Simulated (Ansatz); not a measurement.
All numbers were calculated with Ansatz.

A structure relaxed at PBE0-D4/def2-TZVP, charge 0, multiplicity 1:

```xyz
12

C     1.192    0.544   -0.865
C     0.391   -0.527   -0.151
C    -0.799    0.000    0.607
O    -1.387   -1.038    1.293
Cl   -1.999    0.761   -0.542
H     2.068    0.107   -1.348
H     0.595    1.040   -1.631
H     1.547    1.307   -0.167
H     1.014   -1.041    0.589
H     0.035   -1.287   -0.851
H    -0.526    0.833    1.263
H    -2.130   -0.700    1.802
```

Q: Give its formula and SMILES.

A: C3H7ClO, `CCC(O)Cl`.

Q: Summarise the bond lengths by kind.

A: 2 × C–C 1.506 to 1.516 Å; 6 × C–H 1.091 to 1.095 Å; 1 × C–O 1.376 Å; 1 × C–Cl 1.827 Å; 1 × H–O 0.962 Å.
